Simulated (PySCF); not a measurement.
Compound: C4H3F2 (charge +1).
Bonds: F1–C2, C2–C3, C3–C4 (double), C4–C5, C5–F6, C3–C5. Hydrogens: H7, H8 on C2; H9 on C4.

Torsions of this conformer, `[F:1][CH2:2][c:3]1[cH:4][c+:5]1[F:6]`: F1–C2–C3–C4 1°.

The closed-shell ground state was solved at several levels (PySCF, density fitting, gas phase, non-relativistic). One conformer (not necessarily the lowest) at the PBE0-D3(BJ)/def2-SVP geometry, without solvent, vibrations or thermal averaging.

```json
{"level": "KT3/pcSseg-2", "basis functions": "258", "HOMO (eV)": "-13.92", "LUMO (eV)": "-8.65", "gap (eV)": "5.27"}
{"level": "PBE0/pcSseg-1", "basis functions": "117", "HOMO (eV)": "-15.38", "LUMO (eV)": "-7.70", "gap (eV)": "7.68"}
{"level": "CAM-B3LYP/def2-SVPD", "basis functions": "150", "HOMO (eV)": "-16.95", "LUMO (eV)": "-6.50", "gap (eV)": "10.45"}
```

Question: Estimate the row for B3LYP/pcJ-1, a basis of 192 functions; the other rows only guide the guess.

Answer: HOMO -15.10 eV, LUMO -7.95 eV, gap 7.15 eV.

Question: Over all these levels, which gives the widest orbital gap and which the narrowest?

Answer: CAM-B3LYP/def2-SVPD (range-separated hybrid) has the widest, 10.45 eV, and KT3/pcSseg-2 (GGA) the narrowest, 5.27 eV. Functional and basis both differ between the two, so the spread mixes both effects.
